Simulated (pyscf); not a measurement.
This saddle point was located with ωB97X-D3(BJ)/def2-SVP in PySCF.

```xyz
8

F     -0.3471     1.6953    -0.4658
Si     0.3044     0.6250     0.5773
F      1.7432     0.2745    -0.1339
H     -1.1994     0.6739     1.7005
N     -0.7455    -0.8468     0.1350
H     -1.3936    -0.1462     1.0676
H     -1.1073    -0.8596    -0.8211
H     -0.4252    -1.7798     0.3992
```
Charge 0, spin multiplicity 2.

Surface: doublet, charge 0. Lowest wavenumbers (cm⁻¹): 1501i, 214, 228, 281, 359.

### Question
Name the species on either side of this saddle.

### Answer
F–SiH•–F + ammonia (NH₃) <-> H₂N–Si•(F)–F + hydrogen (H₂), a four-centre exchange read from left to right: H–Si, H–N broken and N–Si, H–H formed. At ωB97M-D3(BJ)/def2-TZVP it lies +101.6 kJ/mol from the left side and +152.0 kJ/mol from the right (each side as separated species at their lowest minima found). On the reactant side the descent ends in an adduct with a N–Si contact, 21.5 kJ/mol under the separated species and 123.9 kJ/mol under the saddle at ωB97X-D3(BJ)/def2-TZVP. What is counted as formed (N–Si) is already present as a longer contact in the reactant adduct; forming that adduct is a step of its own. At the saddle there is also a short H–Si contact that neither side keeps. The same reactants have a lower exit, to H₂N–SiH(F)–F + H• (barrier +60.1 kJ/mol at ωB97M-D3(BJ), against +101.6 kJ/mol here). This is the saddle that the search found; another between the same sides may lie lower.
